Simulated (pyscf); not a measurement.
## Four-centre exchange: H₃Si–O–PH₂ + water (H₂O) -> HO–PH₂ + silanol (HO–SiH₃)

Gas phase, singlet surface, charge 0. Bonds broken: P1–O2, O9–H10. Bonds formed: P1–O9, O2–H10. Structures and frequencies: ωB97X-D3(BJ)/def2-SVP in PySCF.

Transition state (Å):

```xyz
11

P     -1.5911    -0.6006     0.6042
O     -0.5038     0.8138    -0.3820
Si     0.8435     0.3488    -1.2152
H     -2.8484    -0.7185     1.3097
H     -2.2950    -0.6222    -0.6301
H      1.2137     1.3877    -2.2207
H      2.0231     0.1313    -0.3172
H      0.5738    -0.9377    -1.9318
O     -1.6418     1.1736     1.5235
H     -0.9622     1.4617     0.7747
H     -1.1812     1.0912     2.3719
```

One imaginary mode, 513i cm⁻¹; descent along it reached the two sides named, in the forms told below.

```json
[
 {"bond": "P1–O2", "change": "breaks", "reactant side (Å)": "1.684", "saddle": "2.038", "product side": "3.7"},
 {"bond": "O9–H10", "change": "breaks", "reactant side (Å)": "0.966", "saddle": "1.051", "product side": "1.915"},
 {"bond": "P1–O9", "change": "forms", "reactant side (Å)": "3.1", "saddle": "1.999", "product side": "1.691"},
 {"bond": "O2–H10", "change": "forms", "reactant side (Å)": "2.097", "saddle": "1.403", "product side": "0.971"}
]
```

Electronic energies relative to the separated reactants (eV):

```
level                   barrier  reaction energy  reverse barrier
----------------------  -------  ---------------  ---------------
ωB97X-D3(BJ)/def2-TZVP     1.85            +0.14             1.71
PBE/def2-TZVP              1.50            +0.04             1.46
r²SCAN/def2-TZVP           1.62            +0.06             1.56
B3LYP-D3(BJ)/def2-TZVP     1.75            +0.11             1.64
PBE0-D3(BJ)/def2-TZVP      1.69            +0.09             1.61
M06-2X/def2-TZVP           1.83            +0.10             1.73
ωB97M-D3(BJ)/def2-TZVP     1.80            +0.08             1.72
HF/def2-TZVP               2.70            +0.05             2.66
```

With ωB97M-D3(BJ)/def2-TZVP energies and thermal terms (ideal gas, 1 atm, RRHO with modes under 100 cm⁻¹ raised to 100, one conformer, R ln 2 for chiral ones without a mode under 150 cm⁻¹), in eV:

```
T (K)   ΔH‡   ΔG‡     ΔH     ΔG
-----  ----  ----  -----  -----
298    1.80  2.27  +0.08  +0.05
600    1.80  2.75  +0.07  +0.03
900    1.81  3.23  +0.07  +0.01
1200   1.84  3.70  +0.07  -0.01
```

On the product side the descent ends in a complex, 0.27 eV under the separated species and 1.98 eV under the saddle at ωB97X-D3(BJ)/def2-TZVP. The same reactants have a lower exit, to HO–SiH₂–O–PH₂ + H₂ (barrier +1.44 eV at ωB97M-D3(BJ)/def2-TZVP, against +1.80 eV here). H₃Si–O–PH₂ lies 0.25 eV over its isomer HO–SiH₂–PH₂ (electronic energy, ωB97M-D3(BJ)/def2-TZVP). Another saddle between the same species, by other bonds, lies lower (1.03 eV against 1.80 eV at ωB97M-D3(BJ)/def2-TZVP).
